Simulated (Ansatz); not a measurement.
# Relative stability

Two relaxed structures of CH5SSi (charge +1), closed shell (PBE0-D4/def2-TZVP; forces vanish, vibrations not checked).

A:

C1  (-0.786, 0.928, -1.224)
Si2  (0.282, 0.274, 0.092)
S3  (0.525, -1.735, 0.324)
H4  (-1.244, 0.136, -1.817)
H5  (-1.567, 1.552, -0.774)
H6  (1.002, 1.156, 1.028)
H7  (1.361, -1.599, 1.377)
H8  (-0.190, 1.579, -1.876)
(Å)

B:

```xyz
8
angstrom
C -0.8161 1.0529 -1.0334
Si -0.0192 0.5683 0.3735
S 0.5873 -1.5723 0.1439
H -0.9713 0.3813 -1.8704
H -1.2022 2.0611 -1.1471
H 0.3848 1.1197 1.6729
H 1.8800 -1.5198 0.5426
H 0.1567 -2.0913 1.3179
```

Computed with Ansatz 0.2.0 (basis: def2-TZVPP); correlated methods freeze the cores. B3LYP uses VWN-RPA correlation.

(1) Which structure is lower at CCSD(T), and by how much? (Judge from chemistry; the value comes from the calculation.)

The T1 diagnostic stays at or below 0.015. The restricted Hartree–Fock reference is unstable towards an unrestricted one at one or more of these structures.

## Answers

(1) By the calculation: A, by 48.57 kcal/mol (electronic energy, against the other). By their contacts, A is CH₅SSi ([CH3][SiH][SH]), total charge +1 and B is CH₅SSi ([CH2][SiH][SH2]), total charge +1.

All methods give the same order:

```tsv
method	E(B) − E(A) (kcal/mol)
PBE-D4	47.27
r2SCAN-D4	49.51
PBE0-D4	50.54
B3LYP-D4	49.23
wB97M-V	51.41
HF	56.84
MP2	51.09
CCSD	50.30
CCSD(T)	48.57
```

Labels in which every atom is bracketed show which atoms are joined, not bond orders.

For scale, one of the runs: CCSD(T)/def2-TZVPP, 185 basis functions, launched by `ansatz run in.yaml --threads 2 --pin off --events-out ev --progress --plain --max-ram 4352MiB`. Hardware: 2 CPU threads of an Arm Neoverse V1, shared host. Wall time 29 s; peak host memory 1.7 GiB.
